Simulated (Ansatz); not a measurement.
Compare A (`ClCC1CO1`) with its isomer B (`C=C(O)CCl`).

Gas-phase electronic energies from Ansatz, PBE0-D4/def2-TZVP geometries. CCSD(T)/CBS adds triple-zeta CCSD(T) − MP2 to the extrapolated MP2 energy (def2 sets, frozen cores). DFT in def2-TZVPP. B3LYP here is the variant with VWN-RPA as its local correlation; programs differ in this. One conformer a species, not always the lowest.

Q: Which is lower in electronic energy at CCSD(T)/CBS, and by how much? (An estimate is asked.)

A: The calculation gave: B, by 67.5 kJ/mol.

Q: Give E(B) − E(A) in kJ/mol with B3LYP, PBE-D4, BLYP-D4, CCSD/def2-TZVPP, B3LYP-D4, B2PLYP, MP2/def2-TZVPP. (Best estimate.)

A: Computed: B3LYP -72.4, PBE-D4 -61.6, BLYP-D4 -77.6, CCSD/def2-TZVPP -64.3, B3LYP-D4 -74.2, B2PLYP -69.1, MP2/def2-TZVPP -61.1. None reverses the order clearly.

Q: Does the order hold for the free energy at 298.15 K (harmonic terms from PBE0-D4)? (Best estimate.)

A: Ansatz gave: Yes: G(B) − G(A) = -70.6 kJ/mol, for one conformer each.

Largest T1 diagnostic: 0.011.

Leaving LDA and LC-ωPBE aside and taking each functional with its dispersion term where it has one, the values, not all of them listed here, spread over 24.8 kJ/mol, from BLYP-D4 to ωB97X-V. In def2-TZVPP, CCSD(T) changes the Hartree–Fock value by +7.3 kJ/mol (the triples alone add −0.8 kJ/mol) and MP2 by +11.3 kJ/mol.
